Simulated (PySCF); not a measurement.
Difluoroacetylene, C2F2.
Bonds: F1–C2, C2–C3 (triple), C3–F4.

Level of theory: core-valence-separated Tamm–Dancoff BHandHLYP/aug-pcX-1 in PySCF, non-relativistic, gas phase, PBE0-D3(BJ)/def2-SVP geometry.

Computed fluorine K-edge spectrum, Gaussian lines of 0.5 eV full width, highest printed point 100; it ends one width below the last computed root. Absolute energies from this functional tend to lie a few eV below measured edges; no shift was applied.

photon energy (eV), absorption and a bar:
```
    685.4          1 
    685.5          2 #
    685.6          7 ##
    685.7         18 #####
    685.8         38 ###########
    685.9         62 ###################
    686.0         83 #########################
    686.1         88 ##########################
    686.2         75 ######################
    686.3         51 ###############
    686.4         28 ########
    686.5         12 ####
    686.6          4 #
    686.7          1 
    686.8          0 
    686.9          0 
    687.0          0 
    687.1          0 
    687.2          0 
    687.3          0 
    687.4          0 
    687.5          0 
    687.6          0 
    687.7          0 
    687.8          0 
    687.9          0 
    688.0          0 
    688.1          0 
    688.2          0 
    688.3          0 
    688.4          0 
    688.5          0 
    688.6          1 
    688.7          3 #
    688.8          7 ##
    688.9         15 #####
    689.0         28 ########
    689.1         44 #############
    689.2         64 ###################
    689.3         85 #########################
    689.4         99 ##############################
    689.5        100 ##############################
    689.6         86 ##########################
    689.7         64 ###################
    689.8         43 #############
    689.9         27 ########
    690.0         15 #####
```

Where are the maxima, and which lines make them up?

2 maxima:
- 686.1 eV: F1/F4 (fluorine bonded to C), 686.08 eV, f = 0.066, sum of 2, 100 % of the height at the exact maximum
- 689.5 eV: F1/F4 (fluorine bonded to C), 689.47 eV, f = 0.067, sum of 4, 88 % of the height at the exact maximum

Further lines of some strength in the range: F1/F4, 689.15 eV, f = 0.019, sum of 2; F1/F4, 689.83 eV, f = 0.011, sum of 2.

Roots within 0.03 eV on the same or equivalent atoms count as one line; shares under 12 % aren't listed.

Vibrational structure and lifetime widths aren't in the curve. The ionisation threshold wasn't computed; near and above it a finite basis only mimics Rydberg series and continuum.

Hardware: Arm Neoverse V2, one thread, on a shared host. Cost: 2.4 s.
